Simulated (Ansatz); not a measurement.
C4H6O (`C=C=C(C)O`), relaxed with RKS PBE0-D4/def2-TZVP in the Gaussian-basis code of Ansatz from a PBE-D4/def2-SVP geometry. The force threshold is 0.005 eV/Å; the program also tests the step.

The species carries charge 0 and has multiplicity 1.

Start:

```xyz
11

C    -0.340   -0.397    2.105
C    -0.279   -0.100    0.821
C    -0.218    0.202   -0.472
C     0.981   -0.040   -1.343
O    -1.256    0.776   -1.173
H    -0.699   -1.381    2.464
H    -0.039    0.323    2.891
H     1.336    0.919   -1.776
H     1.804   -0.507   -0.773
H     0.706   -0.701   -2.192
H    -1.996    0.907   -0.550
```

| step | energy (eV) | largest force (eV/Å) | largest move (Å) |
| --- | --- | --- | --- |
| 1 | -6286.2136 | 0.721 | 0.000 |
| 2 | -6286.2579 | 0.381 | 0.072 |
| 3 | -6286.2653 | 0.569 | 0.071 |
| 4 | -6286.2752 | 0.229 | 0.024 |
| 5 | -6286.2757 | 0.177 | 0.003 |
| 6 | -6286.2764 | 0.029 | 0.003 |
| 7 | -6286.2764 | 0.023 | 0.002 |
| 8 | -6286.2765 | 0.011 | 0.001 |
| 9 | -6286.2765 | 0.007 | 0.001 |
| 10 (rejected) | -6286.2765 | 0.025 | 0.002 |
| 11 | -6286.2765 | 0.003 | 0.001 |

End:

```xyz
11

C    -0.334   -0.393    2.078
C    -0.276   -0.098    0.811
C    -0.215    0.198   -0.461
C     0.972   -0.041   -1.327
O    -1.248    0.771   -1.155
H    -0.683   -1.364    2.425
H    -0.035    0.316    2.847
H     1.322    0.904   -1.751
H     1.780   -0.498   -0.758
H     0.702   -0.699   -2.158
H    -1.986    0.905   -0.552
```

It took 21 s on 4 threads of an Intel Xeon on a shared host, with 0.45 GiB of host memory at the peak.
